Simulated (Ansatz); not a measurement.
Correlation energies of C₅H₁₀O₂, SMILES `CC1CCOCO1` by basis set

Cartesian coordinates in Å:
```
C -1.118 1.162 -0.797
C -0.813 -0.310 -0.577
C -0.643 -0.690 0.893
C 0.724 -0.265 1.396
O 1.733 -0.770 0.545
C 1.538 -0.312 -0.759
O 0.332 -0.737 -1.312
H -2.091 1.406 -0.365
H -1.153 1.379 -1.866
H -0.379 1.822 -0.339
H -1.633 -0.894 -1.002
H -1.433 -0.238 1.498
H -0.725 -1.776 0.988
H 0.922 -0.662 2.392
H 0.803 0.832 1.449
H 2.331 -0.737 -1.373
H 1.604 0.790 -0.771
```

Total charge 0; spin multiplicity 1. Geometry: relaxed with PBE0-D4/def2-TZVP. Frozen core, restricted reference, the Gaussian-basis code of Ansatz. CBS rows extrapolate triple and quadruple zeta; past MP2 they add the triple-zeta difference.

| basis | HF (Eh) | MP2 corr. |
| --- | --- | --- |
| def2-TZVPP | -345.00721 | -1.32308 |
| def2-QZVPP | -345.02311 | -1.41464 |

Question: Estimate the CCSD correlation energy and the (T) correction in each basis where they were run (hartree).

Answer: 
```
     basis  CCSD corr.       (T)
def2-TZVPP    -1.37226  -0.05548
 CBS(def2)    -1.53164     as TZ
```
